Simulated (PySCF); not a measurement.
Geometry:
```csv
atom,x (Å),y (Å),z (Å)
B1,-0.006,0.023,-0.032
H2,-0.788,-0.814,-0.503
H3,0.144,-0.189,1.179
H4,-0.468,1.160,-0.198
H5,1.088,-0.066,-0.604
```

Total charge -1.

Geometry: PBE0-D3(BJ)/def2-TZVP; GIAO absolute shieldings from PySCF 2.14, gas phase, non-relativistic, averaged over equivalent atoms.

At KT3/pcSseg-2 (92 basis functions, 1.8 s wall time on 1 thread of an Intel Xeon, shared host):
```json
{"atoms": "B1", "σ (ppm)": "153.3"}
{"atoms": "H2/H3/H4/H5", "σ (ppm)": "32.04"}
```

What do these become at B97-2/pcSseg-2?

Results:


```tsv
atoms	σ at B97-2/pcSseg-2	change
B1	153.1	-0.2
H2/H3/H4/H5	31.94	-0.10
```

The largest change is at B1 (boron bonded to 4 H). Cost: 92 basis functions, 1.2 s wall time on 1 thread of an Intel Xeon, shared host.
